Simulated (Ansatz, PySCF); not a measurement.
Species: CH$_{4}$O, charge 0, singlet. CH4O (SMILES OC).
B3LYP-D3(BJ)/def2-TZVP minimum from Ansatz (a first-principles code):
```
C
H 1 1.0891
H 1 1.0957 2 108.34
H 1 1.0957 2 108.34 3 -117.92
O 1 1.4207 2 106.80 3 121.04
H 5 0.9621 1 108.72 2 -180.00
```

Total energies in hartree (Ansatz). UHF or UKS for unpaired electrons; spin-orbit terms are left out. Cores are frozen in correlated methods. No relativity. Where a partner has so few electrons that a lower coupled-cluster level is exact, that level stands in.

```csv
species,HF/cc-pVTZ,CCSD(T)/cc-pVTZ,HF/cc-pVQZ,CCSD(T)/cc-pVQZ,CCSDT(Q)/cc-pVTZ
1: CH4O (SMILES CO),-115.08908,-115.55073,-115.09858,-115.58888,-115.55160
2: C (triplet),-37.69157,-37.78076,-37.69331,-37.78654,-37.78126
3: O (triplet),-74.81176,-74.97396,-74.81729,-74.99357,-74.97430
4: H (doublet),-0.49981,-0.49981,-0.49995,-0.49995,-0.49981
```

Q: Work out the enthalpy of formation at 298 K (by atomisation, with ideal-gas terms from PySCF's Hessian at B3LYP-D3(BJ)/def2-TZVP and the atoms' measured values of the G2/97 table; no spin-orbit terms) in kcal/mol: take Hartree-Fock from cc-pVQZ, extrapolate the CCSD(T) correlation energy as X^-3 (X = 3, 4), and add CCSDT(Q) - CCSD(T) in cc-pVTZ. The further terms named in the bracket sum to +0.74084 hartree. 1 hartree = 627.51 kcal/mol.

A: 
Species 1: correlation (64·(-0.49030) - 27·(-0.46165))/37 = -0.51121; step -0.00087; E1 = -115.09858 + (-0.51121) + (-0.00087) = -115.61066
Species 2: correlation (64·(-0.09323) - 27·(-0.08919))/37 = -0.09618; step -0.00050; E2 = -37.69331 + (-0.09618) + (-0.00050) = -37.78999
Species 3: correlation (64·(-0.17628) - 27·(-0.16220))/37 = -0.18655; step -0.00034; E3 = -74.81729 + (-0.18655) + (-0.00034) = -75.00418
Species 4: correlation (64·(0.00000) - 27·(0.00000))/37 = 0.00000; step +0.00000; E4 = -0.49995 + (0.00000) + (+0.00000) = -0.49995
+1·E1 -1·E2 -1·E3 -4·E4 +0.74084 = -0.07585 hartree = -47.6 kcal/mol. Measured: -48.0 kcal/mol, -200.7 kJ/mol (Active Thermochemical Tables 1.112 (ions: stationary electron), as tabulated in the package chemicals); atomic spin-orbit terms, which the calculations lack, would raise the computed values. The composite differs from it by +0.4 kcal/mol; core, relativistic and spin-orbit terms are not in it.
